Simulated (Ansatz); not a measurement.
# CH₄NO−: energies up the ladder

Wanted for CH₄NO−: energies up the ladder. Charge -1.

Method: the levels named in each step, in Ansatz 0.2.0.

## 1. The system as given

Bond lengths: N1–C2 1.459 Å, C2–O3 1.302 Å, N1–H4 1.019 Å, N1–H5 1.011 Å, C2–H6 1.122 Å, C2–H7 1.118 Å. Angles: N1–C2–O3 116.7°, N1–C2–H6 107.0°, N1–C2–H7 106.9°, O3–C2–H6 111.0°, O3–C2–H7 111.9°, H6–C2–H7 102.2°, C2–N1–H4 110.2°, C2–N1–H5 110.6°, H4–N1–H5 107.5°.

As a file:

```xyz
7

N     1.1067    0.4245   -0.2891
C    -0.3228    0.3846   -0.0005
O    -0.8276   -0.7794    0.2931
H     1.3243   -0.1829   -1.0784
H     1.6390    0.0942    0.5047
H    -0.8485    0.8409   -0.8800
H    -0.5135    1.1358    0.8047
```

## 2. A rough first relaxation, PBE-D4/def2-SVPD

File input.yaml:

```yaml
crystal:
  periodic: [false, false, false]
  atoms:
    - { symbol: "N", position_ang: [1.10666, 0.42446, -0.28912] }
    - { symbol: C, position_ang: [-0.32282, 0.38459, -0.00046] }
    - { symbol: O, position_ang: [-0.82761, -0.77945, 0.29313] }
    - { symbol: H, position_ang: [1.32427, -0.18291, -1.07837] }
    - { symbol: H, position_ang: [1.63903, 0.09423, 0.50472] }
    - { symbol: H, position_ang: [-0.84849, 0.84088, -0.87995] }
    - { symbol: H, position_ang: [-0.51353, 1.1358, 0.80472] }
total_charge: -1
basis:
  gaussian: { orbitals: def2-SVPD }
hamiltonian:
  xc: pbe
  dispersion: d4
relax:
  f_tol: 0.03
  max_steps: 200
```

On the command line:

```
$ ansatz run input.yaml --threads 4 --pin off --max-ram 10240MiB --backend cpu --events-out ev --progress --plain --runs-dir out
```

The runs that follow: Relaxation, PBE0-D4/def2-TZVPPD; Frequencies, PBE0-D4/def2-TZVPPD; Single point, PBE-D4/def2-TZVPPD; Single point, r2SCAN-D4/def2-TZVPPD; Single point, B3LYP-D4/def2-TZVPPD; Single point, wB97M-V/def2-TZVPPD; Single point, B2PLYP/def2-TZVPPD; Single point, LDA/def2-TZVPPD; Single point, PBE0-D4/def2-SVPD; Single point, PBE-D4/def2-SVPD; Single point, CCSD(T)/def2-TZVPPD; Single point, CCSD(T)/def2-QZVPPD.

Before running it: what results should come out? Wanted: N1–C2 at PBE0-D4/def2-TZVPPD; C2–O3 at PBE0-D4/def2-TZVPPD; frequencies at PBE0-D4/def2-TZVPPD; energy at CCSD(T)/CBS.

**Answer**, as computed:

```
                          quantity             value
      N1–C2 at PBE0-D4/def2-TZVPPD           1.517 Å
      C2–O3 at PBE0-D4/def2-TZVPPD           1.315 Å
frequencies at PBE0-D4/def2-TZVPPD  288 to 3512 cm⁻¹
             energy at CCSD(T)/CBS      -4634.337 eV
```

No mode is imaginary, so the geometry is a minimum. These totals serve in differences with atoms or fragments at the same level; alone they don't rank the methods.
